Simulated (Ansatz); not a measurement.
`C[SiH2]C` → `CC` + `[SiH2]` at 700 K and 1 bar (silylene formation by 1,1-elimination).

Gas-phase electronic energies from Ansatz, PBE0-D4/def2-TZVP geometries. CCSD(T)/CBS adds triple-zeta CCSD(T) − MP2 to the extrapolated MP2 energy (def2 sets, frozen cores). This one scheme is used for every species.

| species | CCSD(T)/CBS energy (Eh) | H − E (kJ/mol) | S (J/(mol·K)) |
| --- | --- | --- | --- |
| `C[SiH2]C` | -370.01595 | 305.7 | 403.3 |
| `CC` | -79.71954 | 238.1 | 289.3 |
| `[SiH2]` | -290.19011 | 56.3 | 240.4 |

H − E and S are ideal-gas, rigid-rotor, harmonic terms from PBE0-D4/def2-TZVP. 1 Eh = 2625.50 kJ/mol, R = 8.31446 J/(mol·K).

Question: By hand: ΔE, ΔH, ΔS and ΔG.

Answer: ΔE = (-79.71954) + (-290.19011) − (-370.01595) = 0.10630 Eh = 279.1 kJ/mol. Δ(H − E) = 238.1 + 56.3 − 305.7 = -11.3, so ΔH = 267.8 kJ/mol. ΔS = 289.3 + 240.4 − 403.3 = 126.4 J/(mol·K). ΔG = 267.8 − 700 × (126.4)/1000 = 179.3 kJ/mol.

Question: By hand: the equilibrium constant, and the temperature at which ΔG would vanish if ΔH and ΔS stayed fixed.

Answer: log₁₀ K = −ΔG/(RT ln 10) = -13.4. ΔG = 0 at ΔH/ΔS = 2119 K.

The number of gas molecules changes by +1, which sets the sign of ΔS. A doubt of 5 kJ/mol in ΔE shifts log₁₀ K by 0.4 here. These are equilibria of isolated gas molecules and say nothing of rates. Largest T1 diagnostic: 0.014 (customary marks: 0.02 for closed shells, 0.045 for open ones).
